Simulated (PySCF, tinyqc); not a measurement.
Orbital energy against energy difference: ionisation energy by orbital energies and by energy differences in the 6-31g* basis, for BH, spin multiplicity 1. Computed by the program tinyqc with PySCF. The cation is unrestricted; errors are against CCSD(T) in this basis, not against experiment.

Geometry (angstrom):

| atom | x | y | z |
|---|---|---|---|
| B | 0.0000 | 0.0000 | 0.0000 |
| H | 0.0000 | 0.0000 | 1.1120 |

CCSD(T) difference in the same basis = 9.2269 eV

IP-EOM-CCSD = 9.2711 eV

First vertical ionisation energy (eV):

| method | -e(HOMO) | E(cation) - E | error of -e(HOMO) | error of the difference |
|---|---|---|---|---|
| HF | 9.0441 | 8.155576 | -0.1828 | -1.0714 |
| PBE | 4.8457 | 9.307185 | -4.3813 | 0.0803 |
| B3LYP | 5.8852 | 9.430134 | -3.3417 | 0.2032 |
| PBE0 | 6.0978 | 9.271814 | -3.1292 | 0.0449 |
| CAM-B3LYP | 7.4929 | 9.404015 | -1.7340 | 0.1771 |
| LC-wPBE | 8.9796 | 9.347251 | -0.2473 | 0.1203 |

Estimate the missing row, method = LDA.

Computed row:
```
method  -e(HOMO)  E(cation) - E  error of -e(HOMO)  error of the difference
LDA       4.7979       9.383930            -4.4290                   0.1570
```

Koopmans errs by -0.18 eV and Delta-HF by -1.07 eV: relaxation, 0.89 eV, lowers the value and the missing correlation difference works against it. The PBE level is off by -4.4 eV through the wrong tail of its potential, though its energy difference is off by +0.08 eV; exact exchange deepens the level, and among the orbital energies HF comes closest; among the differences PBE0 does. The restricted reference is unstable here: a spin-polarised solution lies 0.0079 hartree lower (PySCF), so results built on it describe a poor reference.
